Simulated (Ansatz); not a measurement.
Input file:

```yaml
crystal:
  periodic: [false, false, false]
  atoms:
    - { symbol: B, position_ang: [0.0, 0.0, 0.0] }
    - { symbol: H, position_ang: [0.5157, 0.0, 1.2908] }
    - { symbol: Cl, position_ang: [2.0511, 0.0, 0.1912] }
    - { symbol: Cl, position_ang: [-1.6108, 0.0, -0.93] }
basis:
  gaussian: { orbitals: def2-SVP }
hamiltonian:
  xc: pbe
  dispersion: d4
relax:
  f_tol: 0.15
  max_steps: 25
  restrain:
    - { distance: [1, 2], at: 2.57, k: 30.0 }
    - { distance: [0, 1], at: 1.19, k: 30.0 }
    - { distance: [0, 2], at: 1.86, k: 30.0 }
```

Launched with:

```bash
$ ansatz run input.yaml --threads 1 --pin off --max-ram 2048MiB --backend cpu --events-out ev --progress --plain --runs-dir out
```

Hardware: 1 thread of Arm Neoverse V2, with other jobs on the host.

**Question.** Roughly how long does this run take, and how much memory?

**Answer.** 5.8 s, with a peak of 0.099 GiB, for 6 ionic steps.
